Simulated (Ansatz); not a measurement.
Ideal-gas functions of C2H5Si, SMILES `[CH]=C[SiH3]` radical at 800 K and 1 bar, from an Ansatz frequency run at PBE0-D4/def2-TZVP.

Molar mass 57.15 g/mol, point group Cs (symmetry number 1), electronic degeneracy 2, moments of inertia 12.906, 92.226, 99.304 u Å². Harmonic wavenumbers (cm⁻¹, unscaled): 123, 250, 459, 613, 673, 712, 854, 854, 923, 938, 951, 1154, 1657, 2220, 2220, 2249, 3026, 3237.

Use S(trans) = R[1.5 ln M + 2.5 ln T − 1.1517]; rotational temperatures θ = 24.2544 K / I; S(rot) = R[ln(√π/σ · √(T³/θAθBθC)) + 1.5]; for each mode x = 1.438777 ν̃/T, S = R[x/(eˣ − 1) − ln(1 − e⁻ˣ)] and H = RT x/(eˣ − 1); 1 cm⁻¹ = 0.0119627 kJ/mol; R = 8.31446 J/(mol·K).

**Question.** By hand: the entropy, in J/(mol·K).

**Answer.** Translation 179.8. Rotation: θ = 1.8793, 0.263, 0.2442 K, giving 109.4. Vibration, mode by mode: 20.87, 15.03, 10.14, 7.91, 7.22, 6.80, 5.52, 5.52, 4.99, 4.89, 4.80, 3.59, 1.76, 0.78, 0.78, 0.75, 0.23, 0.17, in all 101.8. Electronic 5.8. Sum 396.8 J/(mol·K).

**Question.** By hand: H − E and G − E in kJ/mol, counted from the electronic energy.

**Answer.** Zero-point energy ½ × 23113 × 0.0119627 = 138.2; thermal vibration 43.9; translation, rotation and pV give 4 RT = 26.6. H − E = 208.7 kJ/mol, and G − E = 208.7 − 800 × 396.8/1000 = -108.7 kJ/mol.

Vibration gives 26 % of the entropy, 20.9 J/(mol·K) of it from the mode under 150 cm⁻¹: soft modes count most, and the harmonic formula is weakest for them.
